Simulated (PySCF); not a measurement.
## Towards the basis-set limit for CF

State: ²Π, doublet, unpaired electrons π ↑. De refers to C + F. ROHF-based CCSD(T) in PySCF 2.14 with C cc-pVTZ, F cc-pVTZ and C cc-pVQZ, F cc-pVQZ (frozen core orbitals: 2; no relativity). Correlation energies are extrapolated as n⁻³ (n = 3, 4), Hartree–Fock as (n+1)·exp(−9√n). CV is the change on freezing 0 orbitals instead, in C cc-pwCVTZ, F cc-pwCVTZ. SR is the spin-free X2C energy in C cc-pVTZ-DK, F cc-pVTZ-DK less the non-relativistic one in C cc-pVTZ, F cc-pVTZ.

```
            Level  Re (Å)  ωe (cm⁻¹)  ωexe (cm⁻¹)  αe (cm⁻¹)  De (eV)
       CCSD(T)/TZ  1.2779     1320.6         10.6     0.0176    5.539
       CCSD(T)/QZ  1.2748     1311.5         10.7     0.0180    5.655
           HF/CBS  1.2511     1409.8         11.1     0.0177    3.633
          MP2/CBS  1.2689     1328.7         10.8     0.0181    6.011
         CCSD/CBS  1.2673     1339.9         10.6     0.0178    5.507
      CCSD(T)/CBS  1.2736     1309.3         10.7     0.0182    5.723
   CCSD(T)/CBS+CV  1.2711     1315.4         10.8     0.0183    5.737
CCSD(T)/CBS+CV+SR  1.2711     1314.0         10.8     0.0183    5.730
```

Problem. How much is left between CCSD(T)/QZ and the basis-set limit, and how much do the triples give at the limit?

Solution. CCSD(T)/CBS less CCSD(T)/QZ: -1.2 mÅ in Re, -2.2 cm⁻¹ in ωe and +0.068 eV in De. CCSD(T)/CBS less CCSD/CBS: +6.3 mÅ in Re, -30.6 cm⁻¹ in ωe and +0.216 eV in De.

Problem. What do the later terms add?

Solution. CV: -2.5 mÅ in Re, +6.1 cm⁻¹ in ωe and +0.014 eV in De; SR: +0.0 mÅ in Re, -1.4 cm⁻¹ in ωe and -0.007 eV in De, each against the row above.

The T1 diagnostic is 0.022. The state was picked by a PBE0 search and need not be the measured ground state. Spin–orbit coupling, excitations beyond (T) and corrections to the Born–Oppenheimer picture are left out.

The whole job (state search and all basis sets along the bond) took about 15 min on 4 threads of Intel Xeon Platinum 8259CL @ 2.50GHz (shared host), peak memory 7.7 GiB.
